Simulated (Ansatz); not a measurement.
Process, species as SMILES: CCl (CH3-Cl) → [CH2-]Cl + H+
B3LYP-D3(BJ)/def2-TZVP geometries, fixed; electronic energies without zero-point terms.

Basis-set convergence of the deprotonation energy at r2SCAN with Ansatz (a first-principles code). Cartesian d functions, on some or all atoms, in 6-31G*, 6-31+G*, 6-311G**, 6-311+G**; all else is spherical. No added dispersion term, no relativity. Functions are those of the species that has most. Reference: the value in aug-pcseg-3, 405.38 kcal/mol, itself unsure by roughly 0.24 kcal/mol (its mean distance from aug-cc-pV(Q+d)Z, def2-QZVPPD). Deviations are taken from unrounded values.

| basis | functions | deprotonation energy (kcal/mol) |
|---|---|---|
| 6-31G* | 40 | 419.12 |
| 6-31+G* | 48 | 405.76 |
| def2-SVP | 47 | 417.37 |
| def2-SVPD | 71 | 405.45 |
| pcseg-1 | 47 | 408.15 |
| aug-pcseg-1 | 77 | 402.47 |
| cc-pV(D+d)Z | 52 | 413.83 |
| aug-cc-pV(D+d)Z | 82 | 402.52 |
| 6-311G** | 63 | 410.04 |
| 6-311+G** | 71 | 404.81 |
| def2-TZVP | 86 | 408.46 |
| def2-TZVPD | 110 | 405.55 |
| pcseg-2 | 106 | 407.62 |
| aug-pcseg-2 | 165 | 405.23 |
| cc-pV(T+d)Z | 111 | 410.07 |
| aug-cc-pV(T+d)Z | 170 | 404.95 |
| def2-TZVPP | 115 | 408.69 |
| def2-TZVPPD | 139 | 405.84 |
| cc-pV(Q+d)Z | 209 | 408.02 |
| aug-cc-pV(Q+d)Z | 307 | 405.28 |
| def2-QZVPP | 217 | 406.67 |
| def2-QZVPPD | 241 | 405.77 |
| pcseg-3 | 223 | 405.92 |
| aug-pcseg-3 | 321 | 405.38 |

What the diffuse functions change, pair by pair:
- 6-31G* to 6-31+G*: 8 more functions, deviation 13.74 to 0.38 kcal/mol
- def2-SVP to def2-SVPD: 24 more functions, deviation 11.99 to 0.08 kcal/mol
- pcseg-1 to aug-pcseg-1: 30 more functions, deviation 2.78 to -2.90 kcal/mol
- cc-pV(D+d)Z to aug-cc-pV(D+d)Z: 30 more functions, deviation 8.46 to -2.86 kcal/mol
- 6-311G** to 6-311+G**: 8 more functions, deviation 4.67 to -0.57 kcal/mol
- def2-TZVP to def2-TZVPD: 24 more functions, deviation 3.08 to 0.17 kcal/mol
- pcseg-2 to aug-pcseg-2: 59 more functions, deviation 2.25 to -0.15 kcal/mol
- cc-pV(T+d)Z to aug-cc-pV(T+d)Z: 59 more functions, deviation 4.69 to -0.43 kcal/mol
- def2-TZVPP to def2-TZVPPD: 24 more functions, deviation 3.32 to 0.46 kcal/mol
- cc-pV(Q+d)Z to aug-cc-pV(Q+d)Z: 98 more functions, deviation 2.64 to -0.10 kcal/mol
- def2-QZVPP to def2-QZVPPD: 24 more functions, deviation 1.29 to 0.39 kcal/mol
- pcseg-3 to aug-pcseg-3: 98 more functions, deviation 0.54 to 0.00 kcal/mol

Leaving out the reference's own pair, they bring the value nearer the reference by more than 0.24 kcal/mol in 10 of 11 pairs.
